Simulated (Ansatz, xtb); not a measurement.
## Loss of CH4: C3H7N → C2H3N + CH4

Species: C3H7N (N-methylethenamine) `C=CNC`, singlet; C2H3N (isocyanomethane) `[C-]#[N+]C`, singlet; CH4 (methane) `C`, singlet. This is a balance of energies; it says nothing on the path, which may need atoms to shift.

Shapes, held fixed at every level: PBE0-D4/def2-TZVP. Flexible molecules stand in one conformer, not always the lowest. Programs: Ansatz 0.2.0, xtb 6.7.1. The zero-point and thermal change to 298 K, harmonic and unscaled (PBE0-D4/def2-TZVP), is -13.0 kJ/mol.

| level | kind | ΔH(298 K) (kJ/mol) | less CCSD(T)/CBS estimate |
| --- | --- | --- | --- |
| GFN2-xTB | semi-empirical | +113.4 | +73.6 |
| HF/def2-TZVPP | Hartree–Fock | -6.4 | -46.2 |
| B3LYP-D4/def2-TZVPP | global hybrid | +43.9 | +4.1 |
| wB97X-V/def2-TZVPP | range-separated hybrid | +45.9 | +6.1 |
| MP2/def2-TZVPP | perturbation theory | +37.4 | -2.4 |
| CCSD/def2-SVP | coupled cluster or CI | +24.8 | -15.0 |
| CCSD(T)/def2-TZVPP | coupled cluster or CI | +31.2 | -8.6 |
| CCSD/def2-TZVPP | coupled cluster or CI | +28.1 | -11.7 |
| CCSD(T)/CBS estimate | coupled cluster or CI | +39.8 | 0.0 |

The highest level, CCSD(T)/CBS estimate, gives ΔH(298 K) = +39.8 kJ/mol; the levels span -6.4 to +113.4. They disagree on the sign: 8 of 9 are positive. GFN2-xTB strays far from the other rows. The column of differences is taken from that level and isn't an error. No measured value is set beside it here. The CBS estimate extrapolates MP2 from def2-TZVPP and def2-QZVPP and adds CCSD(T) − MP2 in the triple-zeta set, cores frozen.
